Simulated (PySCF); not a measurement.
Species: methyl isopropyl ketone, C₅H₁₀O.
Z-matrix (Å and degrees, PBE0-D3(BJ)/def2-TZVP geometry), rows numbered from 1:
```
C 
C   1  1.5055
O   2  1.2062  1  121.62
C   2  1.5196  1  116.54  3  -179.61
C   4  1.5171  2  111.59  1  -154.11
C   4  1.5305  2  108.41  1    82.92
H   1  1.0884  2  110.31  3    12.69
H   1  1.0948  2  108.62  3  -106.85
H   1  1.0922  2  111.49  3   135.69
H   4  1.0969  2  107.48  1   -33.56
H   5  1.0910  4  110.36  2   -59.33
H   5  1.0922  4  110.45  2  -179.48
H   5  1.0916  4  111.41  2    60.00
H   6  1.0927  4  110.22  2    62.88
H   6  1.0920  4  110.12  2  -177.98
H   6  1.0921  4  112.32  2   -57.80
```

Computed with PySCF at wB97X-D/pcSseg-2, non-relativistic, on one gas-phase PBE0-D3(BJ)/def2-TZVP geometry that isn't relaxed in the solvent. The solvent is an IEF-PCM continuum (cavity from Bondi-type radii × 1.2). Only the electrostatic response of the medium enters.

Gas phase at wB97X-D/pcSseg-2: HOMO -9.00 eV, LUMO 1.52 eV, dipole 2.96 D.

**Question.** What does the continuum do to the energy, the frontier levels and the dipole at wB97X-D/pcSseg-2 in chloroform?

**Answer.** 
```tsv
solvent	ε	E(solvent) − E(gas) (kJ/mol)	polarisation term (kJ/mol)	distortion of the solute (kJ/mol)	HOMO (eV)	LUMO (eV)	dipole (D)
chloroform	4.711	-16.42	-19.08	2.66	-9.09	1.53	3.74
```

The polarisation term is half the interaction of the solute with the surface charges that it induces; the rest is the cost of distorting the solute's density. The sum is the electrostatic part of solvation alone.

**Question.** Which radius a makes the point-dipole formula ΔE = −[(ε − 1)/(2ε + 1)]·μ²/a³ give the value in chloroform, with the gas-phase dipole?

**Answer.** μ = 1.166 au and |ΔE| = 0.00625 Eh give a = 2.26 Å; the farthest nucleus lies 3.01 Å from the centroid of the nuclei, so such a sphere wouldn't even hold the nuclei. The formula assumes a rigid point dipole at the centre of a sphere.

Hardware: one thread of an Arm Neoverse V1, on a shared host. Cost: 74 s, 1.8 GiB resident at most. This is the whole shielding run at wB97X-D/pcSseg-2 in chloroform, SCF included.

Note: wB97X-D ran without an empirical dispersion term, which enters the total energy and its gradient alone.
